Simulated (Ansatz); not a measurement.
How far each method lies from full CI for P₂⁺, quartet

Geometry: that of the P2⁺, doublet, kept fixed. The doublet lies 2.2 eV lower here.

```xyz
2

P     0.0000    0.0000    0.0000
P     0.0000    0.0000    1.9656
```

Basis cc-pVDZ; Ansatz 0.2.0. Only valence electrons are correlated (noble-gas cores frozen), which leaves 9 electrons in 26 orbitals. Prefix R: restricted or restricted open-shell reference; prefix U: unrestricted. Active spaces: valence = (9e, 8o) chosen from the atoms' valence shells.

Full CI is exact within this basis and frozen core; it isn't the basis-set limit. The frozen core follows each run's orbitals, which can shift R against U totals by a few meV.

Coupled cluster chose its determinant by a search with trial CCSD, here up to 0.74 eV above the lowest Hartree–Fock solution of its kind. The determinant fills πx and πy unequally, so it is a mixture of Σ and Δ, which weighs on every level built on one determinant.

```
UHF ⟨S²⟩                            : 3.783
⟨S²⟩ of the determinant under UCCSD : 3.772
T1 diagnostic (RCCSD)               : 0.0227
largest doubles amplitude (RCCSD)   : 0.178
T1 diagnostic (UCCSD)               : 0.0178
```

```tsv
level	E − E(full CI) (kJ/mol)	share of correlation (%)	wall time
RHF†	539.5	–	–
UHF†	515.3	–	0.88 s
RCCSD*	67.9	88.84	–
UCCSD*	67.6	88.90	–
RCCSD(T)*	34.6	94.31	3.3 s
UCCSD(T)*	36.0	94.08	3.1 s
BCCD(T)*	35.6	94.14	3.4 s
RCCSDT*	9.8	98.39	–
UCCSDT*	10.6	98.26	–
RCCSDT(Q)*	-2.6	100.43	9 s
UCCSDT(Q)*	-1.6	100.27	9 s
UCCSDTQ*	0.4	99.94	25 s (H100)
CASSCF (valence space)	392.3	35.54	–
NEVPT2 (valence space)	85.8	85.90	1.7 s
MRCISD (valence space)	29.4	95.17	–
MRCISD+Q (valence space)	-1.5	100.25	2.8 s
```

An asterisk marks runs whose energy the program itself flagged as in doubt. A dagger marks rows that describe another state than the reference (another or a broken symmetry, a higher spin or other natural occupations), so the difference holds a gap between states beside the method's error.

The correlation energy at full CI, counted from the determinant under the R cluster runs, is -6.308 eV. That run took 66 s on 2 threads of AMD EPYC 7R13 with a shared H100 80 GB, shared host over 74,822,552 determinants.

Run but not shown, since their state, orbitals or frozen core can't be matched to the reference's or they repeat it: RMP2, UMP2, CISD, CISDTQ, RCCSDTQ.

Times hold each run's SCF and search for its determinant on a shared host, so for small cases they say little of a method's own cost; rows without a card ran on 1 thread of AMD EPYC 7R13.

Not variational, and here over 5 meV under the exact energy: RCCSDT(Q), UCCSDT(Q), MRCISD+Q (valence space).

The full-CI state has the irrep B1u of D2h, in the program's axes (one component, if the state is degenerate).

Natural occupations of full CI about the gap: 1.958 1.906 1.415 1.415 1.009 0.565 0.565 0.038 0.017 0.017; effectively unpaired electrons, Σ n²(2−n)², 3.74. No single determinant describes this state well, so single-reference rows can miss without a flag.
